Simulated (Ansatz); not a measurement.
# H2F (doublet): the correlation ladder at distance H1–H2 along a hydrogen transfer = 0.693 Å, cc-pVDZ

Aim: climb from Hartree-Fock through coupled cluster and multireference methods for H2F (doublet) at one geometry and basis, and see what each rung misses.

The runs use Ansatz 0.2.0, Gaussian basis; cc-pVDZ, core rule «outside noble gas», up to 1 orbitals frozen.

To be run: UHF; CCSD(T) on ROHF; CCSD(T) on UHF; BCCD(T) on ROHF; CISD; CCSDT(Q) on ROHF; CCSDT(Q) on UHF; CCSDTQ on ROHF; CCSDTQ on UHF; CASSCF and MRCISD+Q, 3 electrons in 3 orbitals; CASSCF and NEVPT2, 3 electrons in 3 orbitals; CASSCF and MRCISD+Q, 9 electrons in 6 orbitals; CASSCF and NEVPT4(SD), 9 electrons in 6 orbitals; CASSCF and NEVPT2, 9 electrons in 6 orbitals; Full CI.

**1. The geometry**

The geometry derives from fragments relaxed apart (PBE0/def2-TZVP) and kept rigid, so it is no stationary point. A hydrogen atom is moved between rigid fragments.

3 atoms, charge 0, spin multiplicity 2.

Atoms are counted from 1 here; the program's logs count them from 0.

Bond lengths: H1–H2 0.693 Å.

**2. UHF**

The input, in.yaml:

```yaml
crystal:
  periodic: [false, false, false]
  atoms:
    - {symbol: H, position_ang: [0.000000, 0.000000, -0.943000]}
    - {symbol: H, position_ang: [0.000000, 0.000000, -0.250000]}
    - {symbol: F, position_ang: [0.000000, 0.000000, 1.193000]}
basis:
  gaussian: {orbitals: cc-pVDZ}
magnetization: {spin_polarized: true, initial_magnetization: 1}
hamiltonian: {xc: hf}
output: {orbitals: {seedname: orbitals}}
```

On the command line:

```
$ ansatz run in.yaml --threads 1 --pin off --events-out ev --progress --plain --max-ram 2816MiB --backend cpu
```

The runs that follow: CCSD(T) on ROHF; CCSD(T) on UHF; BCCD(T) on ROHF; CISD; CCSDT(Q) on ROHF; CCSDT(Q) on UHF; CCSDTQ on ROHF; CCSDTQ on UHF; CASSCF and MRCISD+Q, 3 electrons in 3 orbitals; CASSCF and NEVPT2, 3 electrons in 3 orbitals; CASSCF and MRCISD+Q, 9 electrons in 6 orbitals; CASSCF and NEVPT4(SD), 9 electrons in 6 orbitals; CASSCF and NEVPT2, 9 electrons in 6 orbitals; Full CI.

Before running them: what should the planned runs give, taken together? Wanted: FCI below the RHF energy; RMP2 from FCI; UMP2 from FCI; RCCSD from FCI; RCCSD(T) from FCI; UCCSD(T) from FCI; RCCSDT(Q) from FCI; UCCSDT(Q) from FCI; NEVPT2 pair from FCI.

**Answer**, as computed:

| quantity | value |
| --- | --- |
| FCI below the RHF energy | -5.5201 eV |
| RMP2 from FCI | +13.95 kcal/mol |
| UMP2 from FCI | +13.59 kcal/mol |
| RCCSD from FCI | +1.24 kcal/mol |
| RCCSD(T) from FCI | +0.21 kcal/mol |
| UCCSD(T) from FCI | +0.20 kcal/mol |
| RCCSDT(Q) from FCI | 0.00 kcal/mol |
| UCCSDT(Q) from FCI | -0.01 kcal/mol |
| NEVPT2 pair from FCI | +11.47 kcal/mol |
| MRCISD+Q pair from FCI | +1.17 kcal/mol |
| NEVPT2 valence from FCI | +21.47 kcal/mol |
| levels within 1 kcal/mol (43 meV) | RCCSD(T), UCCSD(T), BCCD(T), RCCSDT, UCCSDT, RCCSDT(Q), UCCSDT(Q), RCCSDTQ, UCCSDTQ |
| T1 diagnostic | 0.028 |
| effectively unpaired electrons | 1.01 |

RCCSD(T) lands +0.21 kcal/mol from the yardstick (0.2 % of the correlation energy). One determinant dominates. Of the multireference levels listed MRCISD+Q valence comes nearest in total energy (+1.05 kcal/mol), which doesn't show that its space is the better one. These misses are within one basis, not against nature; the frozen cores of restricted and unrestricted runs differ, which can shift their rows.
